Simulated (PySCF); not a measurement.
# BH3O (Borinic Acid): the cost of one run

Computed with PySCF 2.14.0, with density-fitted response routines of our own, on a single molecule in the gas phase. Atoms are numbered from 0 throughout.

**1. The molecule as given**

5 atoms, charge 0, multiplicity 1; geometry from: GFN2-xTB. The atoms were then displaced at random by about 0.03 Å, so the start is not that level's minimum.

Bonds of the start (Å): B0–O1 1.23, B0–H2 1.22, B0–H3 1.26, O1–H4 0.96.

**2. Optimising the geometry at PBE0-D3(BJ)/def2-SVP**

Job settings and geometry (Å):

```
{"job": {"xc": "PBE0", "basis": "def2-SVP", "d3": "d3bj", "grid": 1, "shake": 0.03, "kind": "geom"}, "charge": 0, "multiplicity": 1}
B     -0.356230    -0.084010     0.007080
O      0.805170    -0.490390    -0.017880
H     -1.327370    -0.821260    -0.029000
H     -0.562060     1.154710    -0.013280
H      1.532580     0.136180    -0.043400
```

The run is started by

```bash
> OMP_NUM_THREADS=1 python probes_run.py task.json out
```

This one command runs all jobs of the session in turn.

**Question.** How long does this first job take on 1 thread of Arm Neoverse V1, shared host, and how much memory does it need?

About 2.8 s, with a peak of 0.24 GiB.
